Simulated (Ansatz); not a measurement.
Geometry optimisation, RKS BLYP-D4/def2-SVP in Ansatz 0.2.0.

Input:

```yaml
crystal:
  periodic: [false, false, false]
  atoms:
    - { symbol: "N", position_ang: [1.2171, -0.8865, 0.9293] }
    - { symbol: C, position_ang: [0.4091, -0.1454, 0.3587] }
    - { symbol: C, position_ang: [-0.4769, 0.5831, -0.3011] }
    - { symbol: O, position_ang: [-1.2114, 0.0038, -1.197] }
    - { symbol: H, position_ang: [0.92215, 0.45221, 1.11218] }
    - { symbol: H, position_ang: [-0.5741, 1.6633, -0.187] }
    - { symbol: H, position_ang: [-1.0624, -0.9615, -1.2063] }
basis:
  gaussian: { orbitals: def2-SVP }
hamiltonian:
  xc: blyp
  dispersion: d4
relax:
  f_tol: 0.02
  max_steps: 50
output:
  orbitals: {}
```

Launched with:

```bash
$ ansatz run input.yaml --threads 1 --pin off --max-ram 2048MiB --backend cpu --events-out ev --progress --plain --runs-dir out
```

Problem. Where does it end, and by what steps?

Solution. The run converged. After 23 steps the energy has fallen by 3.831 eV; H5 moved furthest, 1.29 Å. Parted: C2–H5. Joined: N1–H5.

```tsv
step	energy less start (eV)	largest force component (eV/Å)	accepted
0	0.0000	3.783	yes
1	-0.6929	1.332	yes
2	-0.9404	1.184	yes
3	-1.1514	1.241	yes
4	-1.2935	1.608	yes
5	-1.4688	2.363	yes
6	-2.0888	3.754	yes
7	-2.6496	4.023	yes
8	-3.2955	2.738	yes
9	-3.6587	1.908	yes
10	-3.7552	0.636	yes
11	-3.6736	1.420	no
12	-3.7894	0.578	yes
13	-3.8071	0.458	yes
14	-3.8092	0.810	yes
15	-3.8285	0.100	yes
16	-3.8297	0.089	yes
17	-3.8302	0.044	yes
18	-3.8303	0.050	yes
19	-3.8305	0.024	yes
20	-3.8303	0.035	no
21	-3.8305	0.032	yes
22	-3.8305	0.025	no
23	-3.8306	0.014	yes
```

```xyz
7
Properties=species:S:1:pos:R:3
N 1.328 -0.398 0.955
C 0.396 0.138 0.319
C -0.446 0.667 -0.568
O -1.448 -0.003 -1.258
H 1.143 -0.481 1.977
H -0.443 1.750 -0.760
H -1.307 -0.965 -1.156
```

Whether the end is a true minimum wasn't checked by a vibrational analysis.

Time of the run: 29 s on 1 thread of Intel(R) Xeon(R) Platinum 8488C (Sapphire Rapids), with other jobs on the host, peak memory 0.17 GiB.
